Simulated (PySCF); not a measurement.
C₃H₄F₂.
Atom-mapped SMILES: `[CH2:1]=[CH:2][CH:3]([F:4])[F:5]` (hydrogens: H6, H7 on C1; H8 on C2; H9 on C3)

The same species was optimised twice, with GFN2-xTB and with PBE0-D3(BJ)/def2-SVP (PySCF), and the same property calculations (PySCF, gas phase) were run on both structures.

```tsv
coordinate	GFN2-xTB	PBE0-D3(BJ)/def2-SVP	change
C1–H6 (Å)	1.076	1.092	+0.016
C1–H7 (Å)	1.077	1.093	+0.016
C2–H8 (Å)	1.080	1.095	+0.015
C1=C2 (Å)	1.318	1.330	+0.012
C2–C3 (Å)	1.500	1.495	-0.005
C3–F5 (Å)	1.360	1.356	-0.004
C3–F4 (Å)	1.353	1.350	-0.003
C3–H9 (Å)	1.105	1.107	+0.002
F4–C3–F5 (°)	106.3	108.1	+1.8
C3–C2–H8 (°)	113.3	114.8	+1.5
C2–C3–F4 (°)	112.5	111.3	-1.2
C1–C2–H8 (°)	122.9	121.8	-1.1
H6–C1–H7 (°)	117.0	117.9	+0.9
C2–C3–F5 (°)	110.6	109.9	-0.7
C2–C1–H7 (°)	121.5	120.9	-0.6
F5–C3–H9 (°)	106.9	107.4	+0.5
C1–C2–C3–F4 (°)	9	7	-2
```

Rotational constants: A = 9076, B = 4165, C = 3098 MHz (GFN2-xTB) against A = 8981, B = 4216, C = 3125 MHz (PBE0-D3(BJ)/def2-SVP). Point groups within 0.08 Å: C1 and C1. Atoms that the bonding makes alike are paired by their places after alignment.

On the GFN2-xTB structure: lowest singlet, TDDFT (eV) 7.67 [CAM-B3LYP/def2-SVPD]; lowest triplet, Tamm–Dancoff (eV) 4.48 [CAM-B3LYP/def2-SVPD]; isotropic polarisability (au) 39.4 [CAM-B3LYP/def2-SVPD]; HOMO (eV) -9.88 [CAM-B3LYP/def2-SVPD]; LUMO (eV) 0.55 [CAM-B3LYP/def2-SVPD]; dipole (D) 2.33 [CAM-B3LYP/def2-SVPD]; HOMO (eV) -8.44 [PBE0/pcSseg-1]; LUMO (eV) -0.42 [PBE0/pcSseg-1]; dipole (D) 2.19 [PBE0/pcSseg-1]; GIAO shielding of C1 (ppm) 59.9 [PBE0/pcSseg-1]; GIAO shielding of C2 (ppm) 46.3 [PBE0/pcSseg-1]; GIAO shielding of C3 (ppm) 67.5 [PBE0/pcSseg-1]; GIAO shielding of F4/F5 (mean) (ppm) 315.5 [PBE0/pcSseg-1]; C1s of C1 (eV) 291.06 [delta-SCF UKS SCAN, pcX-2 on the ionised atom, pcseg-1 elsewhere, spin-free X2C]; C1s of C2 (eV) 291.29 [delta-SCF UKS SCAN, pcX-2 on the ionised atom, pcseg-1 elsewhere, spin-free X2C]; C1s of C3 (eV) 295.83 [delta-SCF UKS SCAN, pcX-2 on the ionised atom, pcseg-1 elsewhere, spin-free X2C].

Problem. What do these properties become on the PBE0-D3(BJ)/def2-SVP structure?

Solution. 
```
                                    property                                                                            level  on GFN2-xTB  on PBE0-D3(BJ)/def2-SVP  change
                  lowest singlet, TDDFT (eV)                                                              CAM-B3LYP/def2-SVPD         7.67                     7.58   -0.09
           lowest triplet, Tamm–Dancoff (eV)                                                              CAM-B3LYP/def2-SVPD         4.48                     4.37   -0.11
               isotropic polarisability (au)                                                              CAM-B3LYP/def2-SVPD         39.4                     39.8    +0.4
                                   HOMO (eV)                                                              CAM-B3LYP/def2-SVPD        -9.88                    -9.79   +0.09
                                   LUMO (eV)                                                              CAM-B3LYP/def2-SVPD         0.55                     0.53   -0.02
                                  dipole (D)                                                              CAM-B3LYP/def2-SVPD         2.33                     2.23   -0.10
energy, GFN2-xTB geometry as zero (kcal/mol)                                                              CAM-B3LYP/def2-SVPD          0.0                     -0.3    -0.3
                                   HOMO (eV)                                                                    PBE0/pcSseg-1        -8.44                    -8.36   +0.08
                                   LUMO (eV)                                                                    PBE0/pcSseg-1        -0.42                    -0.45   -0.03
                                  dipole (D)                                                                    PBE0/pcSseg-1         2.19                     2.09   -0.10
energy, GFN2-xTB geometry as zero (kcal/mol)                                                                    PBE0/pcSseg-1          0.0                     -0.3    -0.3
                  GIAO shielding of C1 (ppm)                                                                    PBE0/pcSseg-1         59.9                     56.3    -3.6
                  GIAO shielding of C2 (ppm)                                                                    PBE0/pcSseg-1         46.3                     43.9    -2.4
                  GIAO shielding of C3 (ppm)                                                                    PBE0/pcSseg-1         67.5                     69.0    +1.5
        GIAO shielding of F4/F5 (mean) (ppm)                                                                    PBE0/pcSseg-1        315.5                    317.7    +2.2
                              C1s of C1 (eV)  delta-SCF UKS SCAN, pcX-2 on the ionised atom, pcseg-1 elsewhere, spin-free X2C       291.06                   291.09   +0.03
                              C1s of C2 (eV)  delta-SCF UKS SCAN, pcX-2 on the ionised atom, pcseg-1 elsewhere, spin-free X2C       291.29                   291.28   -0.01
                              C1s of C3 (eV)  delta-SCF UKS SCAN, pcX-2 on the ionised atom, pcseg-1 elsewhere, spin-free X2C       295.83                   295.84   +0.01
```

The heavy atoms differ by 0.019 Å rms after alignment (one structure mirrored). Among all bonds C1–H6, C1–H7 and C2–H8 change most and about equally (+0.015 to +0.016 Å). Changes are differences of the printed values. Neither structure is proved a minimum here.

Conformer computed: `[CH2:1]=[CH:2][CH:3]([F:4])[F:5]`: C1–C2–C3–F4 7°.
